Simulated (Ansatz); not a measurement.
# Step by step: CoO, relaxation of cell and atoms

These are results of DFT, PBE, PAW with Ansatz's default frozen-core files, scalar-relativistic (Ansatz 0.2.0), not measurements.

Command: `ansatz run input.yaml --threads 1 --pin off --max-ram 3072MiB --backend cpu --events-out ev --progress --plain --runs-dir out` The run took about 25 s on 1 thread of a shared machine.

```yaml
crystal:
  lattice:
    - [0.0, 2.2322827293, 2.2322827293]
    - [2.2322827293, 0.0, 2.2322827293]
    - [2.2322827293, 2.2322827293, 0.0]
  atoms:
    - { symbol: Co, position: [0.0, 0.0, 0.0], spin: 2.0 }
    - { symbol: O, position: [0.5, 0.5, 0.5] }
magnetization:
  spin_polarized: true
kpoints:
  mp_grid: { grid: [13, 13, 13] }
scf:
  occupations: { method: fermi_dirac, width: 0.08 }
hamiltonian:
  xc: pbe
  pseudopotentials: { kind: paw }
output:
  forces: true
  stress: true
relax:
  f_tol: 0.005
  max_steps: 80
  cell: {}
```

Semilocal functionals without U often leave such compounds metallic or with too small a gap, and the real magnetic order may differ.

The run is spin-polarised from parallel moments and ends with 2.88 μB in the cell; other orders may lie lower.

The cell is built from the rocksalt type as a first guess.

The cutoff is 420 eV; energies and pressures of the walk include the program's estimate of the Pulay term.

Each frame lists the cell vectors (Å), then Cartesian positions (Å); symmetry keeps all forces zero. Free energies count from the first step, -5691.9304 eV.

The walk took 7 evaluations in all; steps that aren't listed are left out.

Step 1: E = 0.0 meV, P = -19.48 GPa

```
cell 0.0000 2.2323 2.2323 2.2323 0.0000 2.2323 2.2323 2.2323 0.0000
Co    0.0000    0.0000    0.0000
O     2.2323    2.2323    2.2323
```

Step 2:

```
cell 0.0000 2.1626 2.1626 2.1626 0.0000 2.1626 2.1626 2.1626 0.0000
Co    0.0000    0.0000    0.0000
O     2.1626    2.1626    2.1626
```

Step 3: E = -218.8 meV, P = 1.81 GPa

```
cell 0.0000 2.1184 2.1184 2.1184 0.0000 2.1184 2.1184 2.1184 0.0000
Co    0.0000    0.0000    0.0000
O     2.1184    2.1184    2.1184
```

Step 4: E = -219.0 meV, P = 0.01 GPa

```
cell 0.0000 2.1259 2.1259 2.1259 0.0000 2.1259 2.1259 2.1259 0.0000
Co    0.0000    0.0000    0.0000
O     2.1259    2.1259    2.1259
```

Step 5: E = -211.6 meV, P = -0.51 GPa (the cell of the step before, solved again on a basis chosen afresh, hence the jump)

Q: Give the energy, pressure of step 2.

A: E = -188.0 meV, P = -8.06 GPa
```
Co    0.0000    0.0000    0.0000
O     2.1626    2.1626    2.1626
```

Q: How does the relaxation end?

A: It converges, with a = 4.248 Å, b = 4.248 Å, c = 4.248 Å, α = 90.00°, β = 90.00°, γ = 90.00° (conventional cell, space group Fm-3m). The last solve (on a basis chosen afresh for the final cell, so its energy is not quite comparable) gives E = -211.6 meV, P = -0.01 GPa:
```
cell 0.0000 2.1238 2.1238 2.1238 0.0000 2.1238 2.1238 2.1238 0.0000
Co    0.0000    0.0000    0.0000
O     2.1238    2.1238    2.1238
```
